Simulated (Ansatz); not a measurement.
Process, species as SMILES: BN (BH2-NH2) → [BH2] (BH2) + [NH2] (NH2)
B3LYP-D3(BJ)/def2-TZVP geometries, fixed; electronic energies without zero-point terms.

How fast the bond dissociation energy converges with the basis for several methods (Ansatz, a first-principles code): deviation from each method's own reference, in kcal/mol. References: B2PLYP 146.91 kcal/mol, the value in aug-pcseg-3; CCSD(T) 148.30 kcal/mol, Hartree-Fock in aug-cc-pVQZ plus the correlation part extrapolated as X^-3 from aug-cc-pVTZ and aug-cc-pVQZ; HF 113.36 kcal/mol, the value in aug-pcseg-3; MP2 153.89 kcal/mol, Hartree-Fock in aug-cc-pVQZ plus the correlation part extrapolated as X^-3 from aug-cc-pVTZ and aug-cc-pVQZ; PBE 148.48 kcal/mol, the value in aug-pcseg-3; PBE0 146.27 kcal/mol, the value in aug-pcseg-3. Cartesian d functions, on some or all atoms, in 6-31G*, 6-31+G*; all else is spherical. In correlated methods cores are frozen. Open shells are unrestricted. No added dispersion term, no relativity. 

| basis | functions | B2PLYP | CCSD(T) | HF | MP2 | PBE | PBE0 |
|---|---|---|---|---|---|---|---|
| def2-SV(P) | 36 | 3.02 | -1.07 | 3.60 | -2.28 | 5.40 | 4.73 |
| 6-31G* | 38 | -0.46 | -4.57 | 0.86 | -5.77 | 1.95 | 1.55 |
| 6-31+G* | 46 | -1.45 | -5.17 | 0.75 | -5.95 | -0.03 | 0.32 |
| def2-SVP | 48 | 3.00 | -1.25 | 3.50 | -2.53 | 5.58 | 4.74 |
| def2-SVPD | 72 | 1.38 | -2.89 | 2.53 | -3.21 | 3.13 | 2.92 |
| aug-cc-pVDZ | 82 | -3.53 | -8.97 | -2.56 | -8.92 | -1.18 | -1.56 |
| aug-pcseg-1 | 82 | -2.39 | -6.08 | -0.91 | -6.67 | -0.67 | -0.72 |
| def2-TZVPD | 110 | -0.91 | -3.13 | -0.61 | -3.32 | -0.13 | -0.25 |
| pcseg-2 | 116 | 0.05 | -1.90 | 0.37 | -2.23 | 0.79 | 0.61 |
| jun-cc-pV(T+d)Z | 134 | -1.12 | -3.38 | -0.69 | -3.58 | -0.39 | -0.45 |
| def2-TZVPPD | 142 | -0.89 | -3.18 | -0.56 | -3.31 | -0.07 | -0.20 |
| pcseg-3 | 252 | 0.04 | -0.81 | 0.05 | -0.84 | 0.08 | 0.06 |

Mean absolute deviation over def2-TZVPD, pcseg-2, jun-cc-pV(T+d)Z, def2-TZVPPD: PBE 0.35, PBE0 0.38, HF 0.56, B2PLYP 0.74, CCSD(T) 2.90, MP2 3.11 kcal/mol.
